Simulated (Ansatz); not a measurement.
# A relaxation, step by step

SiN2H8, closed shell, PBE0-D4/def2-TZVP (Ansatz 0.2.0). Settings:

```yaml
hamiltonian: {xc: pbe0, dispersion: d4}
relax: {f_tol: 0.005, max_steps: 200}
```

Start, a step off a saddle point along its unstable mode:

Si1  (-0.495, -0.395, 0.066)
H2  (-0.176, 1.521, 0.429)
H3  (-0.637, -1.823, -0.317)
H4  (-1.892, 0.106, 0.209)
N5  (0.585, -0.548, 1.390)
H6  (0.011, 1.363, -0.297)
N7  (0.186, 0.440, -1.396)
H8  (0.790, -1.479, 1.739)
H9  (0.848, 0.184, 2.041)
H10  (-0.368, 0.422, -2.253)
H11  (1.149, 0.209, -1.611)
(Å)

```json
{"step": "1", "energy less the last (meV)": "1543.3", "largest force component (eV/Å)": "2.364"}
{"step": "2", "energy less the last (meV)": "1024.8", "largest force component (eV/Å)": "1.417"}
{"step": "3", "energy less the last (meV)": "589.7", "largest force component (eV/Å)": "1.724"}
{"step": "4", "energy less the last (meV)": "282.0", "largest force component (eV/Å)": "0.763"}
{"step": "5", "energy less the last (meV)": "137.2", "largest force component (eV/Å)": "0.581"}
{"step": "6", "energy less the last (meV)": "84.3", "largest force component (eV/Å)": "0.761"}
{"step": "7", "energy less the last (meV)": "47.5", "largest force component (eV/Å)": "0.712"}
{"step": "8", "energy less the last (meV)": "18.9", "largest force component (eV/Å)": "0.378"}
{"step": "9", "energy less the last (meV)": "18.7", "largest force component (eV/Å)": "0.463"}
{"step": "10", "energy less the last (meV)": "8.6", "largest force component (eV/Å)": "0.183"}
{"step": "11", "energy less the last (meV)": "4.6", "largest force component (eV/Å)": "0.159"}
{"step": "12", "energy less the last (meV)": "3.3", "largest force component (eV/Å)": "0.008"}
{"step": "13", "energy less the last (meV)": "2.9", "largest force component (eV/Å)": "0.039"}
{"step": "14", "energy less the last (meV)": "2.2", "largest force component (eV/Å)": "0.087"}
{"step": "15", "energy less the last (meV)": "1.7", "largest force component (eV/Å)": "0.044"}
{"step": "16", "energy less the last (meV)": "0.9", "largest force component (eV/Å)": "0.061"}
{"step": "17", "energy less the last (meV)": "0.6", "largest force component (eV/Å)": "0.052"}
{"step": "18", "energy less the last (meV)": "0.3", "largest force component (eV/Å)": "0.026"}
{"step": "19", "energy less the last (meV)": "0.1", "largest force component (eV/Å)": "0.013"}
{"step": "20", "energy less the last (meV)": "0.0", "largest force component (eV/Å)": "0.009"}
{"step": "21", "energy less the last (meV)": "0.0", "largest force component (eV/Å)": "0.009"}
{"step": "22", "energy less the last (meV)": "0.0", "largest force component (eV/Å)": "0.007"}
{"step": "23", "energy less the last (meV)": "0.0", "largest force component (eV/Å)": "0.004"}
```

Step 6, positions (Å) and forces (eV/Å):

| atom | x | y | z | Fx | Fy | Fz |
| --- | --- | --- | --- | --- | --- | --- |
| Si1 | -0.471 | -0.741 | -0.114 | -0.046 | 0.761 | 0.349 |
| H2 | -0.191 | 2.356 | 0.773 | 0.030 | 0.092 | -0.062 |
| H3 | -0.699 | -2.194 | -0.328 | 0.023 | -0.075 | -0.041 |
| H4 | -1.768 | -0.035 | 0.120 | -0.084 | -0.262 | -0.090 |
| N5 | 0.577 | -0.660 | 1.240 | 0.050 | -0.263 | -0.101 |
| H6 | 0.029 | 2.124 | 0.093 | -0.037 | 0.043 | 0.153 |
| N7 | 0.205 | 0.185 | -1.407 | 0.065 | -0.384 | -0.030 |
| H8 | 0.755 | -1.501 | 1.762 | 0.040 | 0.055 | 0.054 |
| H9 | 0.789 | 0.173 | 1.766 | -0.086 | -0.065 | -0.164 |
| H10 | -0.374 | 0.331 | -2.221 | 0.021 | 0.082 | 0.000 |
| H11 | 1.150 | -0.038 | -1.683 | 0.024 | 0.016 | -0.067 |

Step 14, positions (Å) and forces (eV/Å):

```csv
atom,x,y,z,Fx,Fy,Fz
Si1,-0.474,-0.888,-0.132,-0.021,-0.002,0.018
H2,0.016,2.871,0.716,0.009,-0.001,0.002
H3,-0.521,-2.360,-0.381,-0.004,0.015,-0.004
H4,-1.879,-0.400,0.017,0.037,-0.025,-0.004
N5,0.553,-0.745,1.229,0.007,0.044,0.065
H6,0.146,2.337,0.208,-0.007,0.007,-0.001
N7,0.155,0.097,-1.384,0.019,0.023,-0.061
H8,0.653,-1.509,1.878,-0.012,0.054,-0.050
H9,0.715,0.149,1.669,-0.010,-0.087,-0.035
H10,-0.457,0.480,-2.088,0.035,-0.029,0.047
H11,1.093,-0.033,-1.733,-0.053,0.000,0.022
```

Step 15, positions (Å) and forces (eV/Å):

```tsv
atom	x	y	z	Fx	Fy	Fz
Si1	-0.475	-0.894	-0.134	-0.021	-0.016	0.015
H2	0.039	2.882	0.725	0.006	0.005	0.007
H3	-0.513	-2.365	-0.383	0.006	0.012	-0.002
H4	-1.883	-0.419	0.012	0.028	-0.008	-0.003
N5	0.549	-0.742	1.229	-0.003	0.029	0.030
H6	0.150	2.349	0.211	-0.003	-0.001	-0.007
N7	0.151	0.096	-1.385	0.028	0.016	-0.034
H8	0.651	-1.504	1.879	-0.007	0.021	-0.024
H9	0.705	0.152	1.668	-0.003	-0.044	-0.020
H10	-0.462	0.474	-2.089	0.009	-0.012	0.017
H11	1.089	-0.029	-1.732	-0.039	-0.002	0.019
```

Last step (23):

```xyz
11
angstrom
Si -0.4812 -0.9545 -0.1490
H 0.3257 2.9477 0.6959
H -0.3364 -2.4136 -0.4275
H -1.9384 -0.6502 -0.0466
N 0.4692 -0.7136 1.2519
H 0.2825 2.3879 0.2000
N 0.0655 0.1296 -1.3592
H 0.6385 -1.4707 1.8921
H 0.5240 0.1848 1.7030
H -0.5672 0.4474 -2.0746
H 1.0179 0.1050 -1.6859
```

The run took about 32 s on 4 CPU threads of an Arm Neoverse V1 (shared host).
